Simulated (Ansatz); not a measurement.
# C₃H₇NO: up Jacob's ladder to CCSD(T)

An exercise on one series of results from a longer session: the logs are not shown, and one member is left open.

Computed with Ansatz 0.2.0, Gaussian basis. Level: functionals in def2-TZVPP, the program's frozen cores in correlated methods.

Plan: LDA (SPW92), PBE-D4, revPBE-D4, BLYP-D4, r2SCAN-D4, B97M-V, PBE0-D4, B3LYP-D4, r2SCANh-D4, r2SCAN0-D4, HSE06-D4, BHLYP-D4, CAM-B3LYP-D4, LC-ωPBE, ωB97X-V, ωB97M-V, B2PLYP, PBE-QIDH; CCSD(T)/def2-SVP; CCSD(T)/def2-TZVPP; MP2/def2-QZVPP; extrapolation to the limit; RPA on PBE.

### The relaxed structure

An earlier PBE0-D4 in a triple-zeta def2 set relaxation fixed the geometry.

SMILES `CC1(N)CO1`, 12 atoms, charge 0, spin multiplicity 1.

Atoms are counted from 1 here; the program's logs count them from 0.

Bond lengths: C1–C2 1.499 Å, C1–H6 1.094 Å, C1–H7 1.091 Å, C1–H8 1.089 Å, C2–N3 1.413 Å, C2–C4 1.454 Å, C2–O5 1.440 Å, N3–H9 1.013 Å, N3–H10 1.011 Å, C4–O5 1.424 Å, C4–H11 1.088 Å, C4–H12 1.089 Å. Angles: C2–C1–H6 110.2°, C2–C1–H7 110.4°, C2–C1–H8 110.4°, H6–C1–H7 108.2°, H6–C1–H8 108.1°, H7–C1–H8 109.5°, C1–C2–N3 113.6°, C1–C2–C4 121.0°, C1–C2–O5 114.5°, N3–C2–C4 119.6°, N3–C2–O5 118.1°, C4–C2–O5 59.0°, C2–N3–H9 111.0°, C2–N3–H10 111.5°, H9–N3–H10 108.4°, C2–C4–O5 60.0°, C2–C4–H11 120.2°, C2–C4–H12 119.3° and more.

The first run:

in.yaml

```yaml
crystal:
  periodic: [false, false, false]
  atoms:
    - {symbol: C, position_ang: [-0.943810, 0.954178, -0.288557]}
    - {symbol: C, position_ang: [0.118303, -0.078179, -0.059422]}
    - {symbol: N, position_ang: [0.068178, -1.152992, -0.975587]}
    - {symbol: C, position_ang: [0.686774, -0.288259, 1.262794]}
    - {symbol: O, position_ang: [1.408375, 0.458637, 0.287850]}
    - {symbol: H, position_ang: [-0.848393, 1.378127, -1.292586]}
    - {symbol: H, position_ang: [-1.935234, 0.507118, -0.199759]}
    - {symbol: H, position_ang: [-0.845735, 1.765342, 0.431957]}
    - {symbol: H, position_ang: [0.111464, -0.818658, -1.930515]}
    - {symbol: H, position_ang: [0.830696, -1.800907, -0.829073]}
    - {symbol: H, position_ang: [0.316913, 0.280495, 2.113833]}
    - {symbol: H, position_ang: [1.109568, -1.260201, 1.513067]}
basis:
  gaussian: {orbitals: def2-TZVPP}
hamiltonian: {xc: lda}
output: {orbitals: {seedname: orbitals}}
```

Started as:

```sh
ansatz run in.yaml --threads 4 --pin off --events-out ev --progress --plain --max-ram 10444MiB
```

Steps of the session up to this table: LDA; PBE-D4 (GGA); revPBE-D4 (GGA); BLYP-D4 (GGA); r2SCAN-D4 (meta-GGA); B97M-V (meta-GGA); B3LYP-D4 (hybrid); r2SCANh-D4 (hybrid); r2SCAN0-D4 (hybrid); HSE06-D4 (hybrid); BHLYP-D4 (hybrid); CAM-B3LYP-D4 (range-separated); LC-ωPBE (range-separated); ωB97X-V (range-separated); ωB97M-V (range-separated); B2PLYP (double hybrid); PBE-QIDH (double hybrid).

One table of the session follows, with a row left open; its other results are not shown here.

It belongs to the step «Orbital energies across the functionals». 

```
  functional  HOMO (eV)  LUMO (eV)  gap (eV)
 LDA (SPW92)      -5.74       0.14      5.88
      PBE-D4      -5.58       0.28      5.86
   revPBE-D4      -5.52       0.35      5.87
     BLYP-D4      -5.49       0.23      5.73
   r2SCAN-D4      -5.89       1.07      6.96
      B97M-V      -6.04       0.45      6.50
     PBE0-D4      -7.11       1.10      8.21
    B3LYP-D4      -6.88       0.73      7.61
  r2SCANh-D4          ?          ?         ?
  r2SCAN0-D4      -7.33       1.63      8.96
    HSE06-D4      -6.70       0.73      7.43
    BHLYP-D4      -8.56       1.67     10.23
CAM-B3LYP-D4      -8.57       1.82     10.40
     LC-ωPBE      -9.93       3.16     13.09
     ωB97X-V      -9.58       2.94     12.52
     ωB97M-V      -9.51       2.48     11.99
```

**Question.** Estimate the row for r2SCANh-D4.

Worked estimate for «HOMO (eV)». Against the share of exact exchange, r2SCAN-D4 (0, -5.89), r2SCAN0-D4 (0.25, -7.33) give a slope of -5.76 per unit share; at 0.1 the line stands at -6.47.

As computed: HOMO (eV): -6.46; LUMO (eV): 1.30; gap (eV): 7.77. In «HOMO (eV)» the line misses by -0.01.
